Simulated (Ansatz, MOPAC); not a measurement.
Molecule: BCl$_{3}$, net charge 0, singlet state. SMILES: ClB(Cl)Cl
Geometry from a B3LYP-D3(BJ)/def2-TZVP (Ansatz, a quantum-chemistry and plane-wave program) optimisation:
```xyz
4

B      0.0000     0.0000     0.0000
Cl     0.0051     1.7450    -0.0247
Cl     1.5085    -0.8773    -0.0189
Cl    -1.5136    -0.8677     0.0437
```
Charge 0, spin multiplicity 1.

Property: enthalpy of formation at 298 K, in kcal/mol. Conventions: frozen cores in correlated levels; 6-31G* and kin with 6d, 5d where marked; UHF or UKS for open shells; 6-311+G** with 5d, 6d on Na to Ar in Ansatz; spin-orbit terms left out; non-relativistic; LANL2DZ with its own core potentials from Na on; no dispersion term unless named; PM7 with its own dispersion and hydrogen-bond terms. CBS marks a two-point X^-3 extrapolation of the correlation energy; Hartree-Fock from the larger set. First-principles rows: single points at B3LYP-D3(BJ) geometries (Ansatz), with unscaled harmonic terms from B3LYP/6-31G* at its own minima, enthalpies of formation by atomisation with measured atoms. Semi-empirical rows: MOPAC heats of formation at their own minima for 298 K.

Measured values: G2/97 table in ASE (Curtiss et al.); they hold spin-orbit and core effects, anharmonicity. 

Value to compare with, the measured value: -96.3 kcal/mol.

```tsv
level	program	enthalpy of formation at 298 K (kcal/mol)	error
PM3	MOPAC	-89.6	6.7
PM6	MOPAC	-92.1	4.2
PM7	MOPAC	-93.4	2.9
HF/3-21G	Ansatz	30.3	126.6
HF/LANL2DZ	Ansatz	33.5	129.8
PBE/3-21G	Ansatz	-80.5	15.8
B3LYP/LANL2DZ	Ansatz	-42.7	53.6
B3LYP/6-31G*	Ansatz	-86.9	9.4
B3LYP/cc-pVDZ	Ansatz	-83.3	13.0
MP2/6-311+G**	Ansatz	-94.8	1.5
PBE/def2-TZVPD	Ansatz	-109.3	-13.0
wB97M-V/def2-TZVPD	Ansatz	-102.1	-5.8
wB97X-V/def2-TZVPD	Ansatz	-98.9	-2.6
CCSD(T)/CBS(cc-pV(T+d)Z,cc-pV(Q+d)Z)	Ansatz	-97.1	-0.8
```

10 of the 10 habitual levels lie above the measured value; their mean absolute error is 36.4 kcal/mol, the median 11.2.

The levels are drawn from those run, B3LYP/6-31G* more often than the rest, none by its result; runs whose electronic state is in doubt are left out.
